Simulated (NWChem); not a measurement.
All runs are NWChem calculations. System: C3H7, charge 0, spin multiplicity 2, at a geometry optimised with UPBE/def2-SVP. The structure started from a generated list of species. Its SCF solution wasn't tested for a lower state. Level: UHF/def2-TZVP.

Job file:

```
start mol
memory heap 200 mb stack 900 mb global 1100 mb
geometry units angstroms nocenter noautoz
  C     -0.087917    -0.174950    -1.300377
  C      0.200545     0.492816     0.000000
  C     -0.087917    -0.174950     1.300377
  H     -0.048863     0.530455    -2.155047
  H     -1.088275    -0.663693    -1.301978
  H      0.643678    -0.991919    -1.531489
  H      0.838662     1.392819     0.000000
  H     -0.048863     0.530455     2.155047
  H      0.643678    -0.991919     1.531489
  H     -1.088275    -0.663693     1.301978
  symmetry group Cs
end
basis spherical
  * library def2-tzvp
end
scf
  uhf
  nopen 1
  maxiter 100
  thresh 1e-7
  semidirect memsize 60000000 filesize 0
  # guess.movecs holds the orbitals of an unrestricted PBE0 run
  vectors input guess.movecs output mol.movecs
end
task scf energy
```

NWChem printed:

```
             Northwest Computational Chemistry Package (NWChem) 7.3.0
             --------------------------------------------------------

                                NWChem Input Module
                                -------------------

 Scaling coordinates for geometry "geometry" by  1.889725989
 (inverse scale =  0.529177249)

 Turning off AUTOSYM since
 SYMMETRY directive was detected!

                             Geometry "geometry" -> ""
                             -------------------------

 Output coordinates in angstroms (scale by  1.889725989 to convert to a.u.)

  No.       Tag          Charge          X              Y              Z
 ---- ---------------- ---------- -------------- -------------- --------------
    1 C                    6.0000    -0.08791700    -0.17495000    -1.30037700
    2 C                    6.0000     0.20054500     0.49281600     0.00000000
    3 C                    6.0000    -0.08791700    -0.17495000     1.30037700
    4 H                    1.0000    -0.04886300     0.53045500    -2.15504700
    5 H                    1.0000    -1.08827500    -0.66369300    -1.30197800
    6 H                    1.0000     0.64367800    -0.99191900    -1.53148900
    7 H                    1.0000     0.83866200     1.39281900     0.00000000
    8 H                    1.0000    -0.04886300     0.53045500     2.15504700
    9 H                    1.0000     0.64367800    -0.99191900     1.53148900
   10 H                    1.0000    -1.08827500    -0.66369300     1.30197800

 Effective nuclear repulsion energy (a.u.)      74.8870608271

            Nuclear Dipole moment (a.u.)
            ----------------------------
        X                 Y               Z
 ---------------- ---------------- ----------------
     0.0000151178     0.0000018897    -0.0000000000

      Symmetry information
      --------------------

 Group name             Cs
 Group number              2
 Group order               2
 No. of unique centers     6

      Symmetry unique atoms

     1    2    4    5    6    7


 Summary of "ao basis" -> "" (spherical)
 ------------------------------------------------------------------------------
       Tag                 Description            Shells   Functions and Types
 ---------------- ------------------------------  ------  ---------------------
 *                         def2-tzvp                  on all atoms

 Summary of "ao basis" -> "ao basis" (spherical)
 ------------------------------------------------------------------------------
       Tag                 Description            Shells   Functions and Types
 ---------------- ------------------------------  ------  ---------------------
 C                         def2-tzvp                11       31   5s3p2d1f
 H                         def2-tzvp                 4        6   3s1p

                                 NWChem SCF Module
                                 -----------------

  ao basis        = "ao basis"
  functions       =   135
  atoms           =    10
  alpha electrons =    13
  beta  electrons =    12
  charge          =   0.00
  wavefunction    = UHF
  use symmetry    = T
  symmetry adapt  = T

 Summary of "ao basis" -> "ao basis" (spherical)
 ------------------------------------------------------------------------------
       Tag                 Description            Shells   Functions and Types
 ---------------- ------------------------------  ------  ---------------------
 C                         def2-tzvp                11       31   5s3p2d1f
[...]
 Vector   13  Occ=0.000000D+00  E= 1.341079D-01  Symmetry=a'
              MO Center=  1.6D-01,  1.6D-01,  1.2D-15, r^2= 4.2D+00
   Bfn.  Coefficient  Atom+Function         Bfn.  Coefficient  Atom+Function
  ----- ------------  ---------------      ----- ------------  ---------------
     5      1.167339   1 C  s                67      1.167339   3 C  s
   108     -1.077501   6 H  s               126     -1.077501   9 H  s
    36     -0.547691   2 C  s                43      0.470339   2 C  px
    44     -0.427328   2 C  py               96     -0.338941   4 H  s
   120     -0.338941   8 H  s                12      0.260179   1 C  px

 Vector   14  Occ=0.000000D+00  E= 1.453020D-01  Symmetry=a'
              MO Center= -2.0D-01, -3.4D-01, -1.3D-14, r^2= 8.5D+00
   Bfn.  Coefficient  Atom+Function         Bfn.  Coefficient  Atom+Function
  ----- ------------  ---------------      ----- ------------  ---------------
     5      4.461321   1 C  s                67      4.461321   3 C  s
    36     -1.880422   2 C  s               102     -1.586665   5 H  s
   132     -1.586665  10 H  s                96     -1.459946   4 H  s
   120     -1.459946   8 H  s               108     -1.281892   6 H  s
   126     -1.281892   9 H  s                44      0.846054   2 C  py

 Vector   15  Occ=0.000000D+00  E= 1.780010D-01  Symmetry=a"
              MO Center= -3.5D-02, -2.3D-01, -1.8D-13, r^2= 1.0D+01
   Bfn.  Coefficient  Atom+Function         Bfn.  Coefficient  Atom+Function
  ----- ------------  ---------------      ----- ------------  ---------------
     5      5.906384   1 C  s                67     -5.906384   3 C  s
    45      1.814289   2 C  pz              108     -1.696745   6 H  s
   126      1.696745   9 H  s                96     -1.668160   4 H  s
   120      1.668160   8 H  s               102     -1.572303   5 H  s
   132      1.572303  10 H  s                 4     -0.465386   1 C  s

 center of mass
 --------------
 x =   0.00645701 y =   0.03734207 z =   0.00000000

 moments of inertia (a.u.)
 ------------------
         239.670765280327         -10.163748321391          -0.000000000000
         -10.163748321391         223.879845764987          -0.000000000000
          -0.000000000000          -0.000000000000          48.670704863384

  Mulliken analysis of the total density
  --------------------------------------

    Atom       Charge   Shell Charges
 -----------   ------   -------------------------------------------------------
    1 C    6     6.30   0.85  1.12  0.47  0.67  0.07  1.24  1.40  0.38  0.02  0.06  0.00
    2 C    6     6.14   0.85  1.12  0.48  0.64  0.12  1.21  1.32  0.29  0.02  0.08  0.01
    3 C    6     6.30   0.85  1.12  0.47  0.67  0.07  1.24  1.40  0.38  0.02  0.06  0.00
    4 H    1     0.89   0.26  0.50  0.11  0.02
    5 H    1     0.90   0.26  0.49  0.12  0.02
    6 H    1     0.90   0.26  0.49  0.13  0.02
    7 H    1     0.89   0.26  0.50  0.11  0.02
    8 H    1     0.89   0.26  0.50  0.11  0.02
    9 H    1     0.90   0.26  0.49  0.13  0.02
   10 H    1     0.90   0.26  0.49  0.12  0.02

  Mulliken analysis of the alpha density
  --------------------------------------

    Atom       Charge   Shell Charges
 -----------   ------   -------------------------------------------------------
    1 C    6     3.07   0.43  0.56  0.23  0.32  0.03  0.60  0.67  0.17  0.01  0.04  0.00
    2 C    6     3.66   0.43  0.56  0.26  0.35  0.08  0.79  0.91  0.23  0.01  0.04  0.00
    3 C    6     3.07   0.43  0.56  0.23  0.32  0.03  0.60  0.67  0.17  0.01  0.04  0.00
    4 H    1     0.45   0.13  0.25  0.06  0.01
    5 H    1     0.46   0.13  0.26  0.07  0.01
    6 H    1     0.49   0.14  0.27  0.07  0.01
    7 H    1     0.40   0.12  0.22  0.04  0.01
    8 H    1     0.45   0.13  0.25  0.06  0.01
    9 H    1     0.49   0.14  0.27  0.07  0.01
   10 H    1     0.46   0.13  0.26  0.07  0.01

   Mulliken analysis of the beta density
   -------------------------------------

    Atom       Charge   Shell Charges
 -----------   ------   -------------------------------------------------------
    1 C    6     3.23   0.43  0.56  0.24  0.35  0.04  0.64  0.74  0.21  0.01  0.02  0.00
    2 C    6     2.48   0.43  0.56  0.22  0.29  0.04  0.41  0.41  0.06  0.01  0.04  0.00
    3 C    6     3.23   0.43  0.56  0.24  0.35  0.04  0.64  0.74  0.21  0.01  0.02  0.00
    4 H    1     0.44   0.13  0.24  0.06  0.01
    5 H    1     0.43   0.13  0.24  0.06  0.01
    6 H    1     0.41   0.12  0.23  0.06  0.01
    7 H    1     0.49   0.14  0.28  0.07  0.01
    8 H    1     0.44   0.13  0.24  0.06  0.01
    9 H    1     0.41   0.12  0.23  0.06  0.01
   10 H    1     0.43   0.13  0.24  0.06  0.01

   Mulliken analysis of the spin density
   -------------------------------------

    Atom       Charge   Shell Charges
 -----------   ------   -------------------------------------------------------
    1 C    6    -0.16  -0.00  0.00 -0.01 -0.03 -0.01 -0.04 -0.07 -0.04  0.00  0.02  0.00
    2 C    6     1.18   0.00 -0.00  0.04  0.06  0.03  0.38  0.50  0.18 -0.00  0.01 -0.00
    3 C    6    -0.16  -0.00  0.00 -0.01 -0.03 -0.01 -0.04 -0.07 -0.04  0.00  0.02  0.00
    4 H    1     0.01   0.00  0.01  0.00 -0.00
    5 H    1     0.03   0.01  0.02  0.01 -0.00
    6 H    1     0.08   0.02  0.04  0.02 -0.00
    7 H    1    -0.09  -0.02 -0.05 -0.03  0.01
    8 H    1     0.01   0.00  0.01  0.00 -0.00
    9 H    1     0.08   0.02  0.04  0.02 -0.00
   10 H    1     0.03   0.01  0.02  0.01 -0.00

       Multipole analysis of the density wrt the origin
       ------------------------------------------------

     L   x y z        total         alpha         beta         nuclear
     -   - - -        -----         -----         ----         -------
     0   0 0 0     -0.000000    -13.000000    -12.000000     25.000000

     1   1 0 0      0.045710     -0.099562      0.145257      0.000015
     1   0 1 0     -0.036353     -0.392422      0.356067      0.000002
     1   0 0 1     -0.000000     -0.000000     -0.000000     -0.000000

     2   2 0 0    -15.941927    -16.568027    -14.513497     15.139596
     2   1 1 0      0.431345     -3.100685     -3.829494      7.361524
     2   1 0 1     -0.000000      0.000000     -0.000000      0.000000
     2   0 2 0    -15.818724    -22.032909    -19.411733     25.625918
     2   0 1 1     -0.000000     -0.000000     -0.000000      0.000000
     2   0 0 2    -15.747532    -75.979000    -74.259920    134.491388

 Task  times  cpu:        7.6s     wall:        7.6s

 Total times  cpu:        7.6s     wall:        7.6s
```
